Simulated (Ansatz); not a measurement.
# B₂SiH+ (triplet): the correlation ladder, def2-QZVPP

An exercise on one series of results from a longer session: the logs are not shown, and one member is left open.

The runs use Ansatz 0.2.0, Gaussian basis; def2-QZVPP, core rule «outside noble gas», up to 7 orbitals frozen.

Plan: UHF; ROHF; CCSD(T) on UHF.

**The system**

The geometry is a PBE0/def2-TZVP stationary point (not a proven minimum) of the parent state, kept for this charge and spin.

4 atoms, charge 1, spin multiplicity 3.

Atoms are counted from 1 here; the program's logs count them from 0.

Bond lengths: B1–B2 1.555 Å, B1–H4 1.178 Å, B2–Si3 1.975 Å. Angles: B2–B1–H4 180.0°, B1–B2–Si3 180.0°.

Set-up of the first run:

Contents of in.yaml:

```yaml
crystal:
  periodic: [false, false, false]
  atoms:
    - {symbol: B, position_ang: [0.000000, 0.000000, -0.976964]}
    - {symbol: B, position_ang: [0.000000, 0.000000, 0.578505]}
    - {symbol: Si, position_ang: [0.000000, 0.000000, 2.553858]}
    - {symbol: H, position_ang: [0.000000, 0.000000, -2.155400]}
basis:
  gaussian: {orbitals: "def2-QZVPP.json"}
total_charge: 1
magnetization: {spin_polarized: true, initial_magnetization: 2}
hamiltonian: {xc: hf}
output: {orbitals: {seedname: orbitals}}
```

Run with:

```sh
> ansatz run in.yaml --threads 1 --pin off --events-out ev --progress --plain --max-ram 2393MiB
```

Steps of the session up to this table: UHF; ROHF; CCSD(T) on UHF.

One of the session's tables, all rows but one given; the rest of the session is left out.

It belongs to the step «Misses and costs». 

```
  method  from UCCSD(T) (meV)
    ROHF              +7390.2
     UHF                    ?
    UMP2              +1337.3
   UCCSD               +344.5
UCCSD(T)                    0
```

Estimate the missing values for UHF.

**Answer.** from UCCSD(T) (meV): +7288.2. In the column «from UCCSD(T) (meV)» it lies between UMP2 (+1337.3) and ROHF (+7390.2).
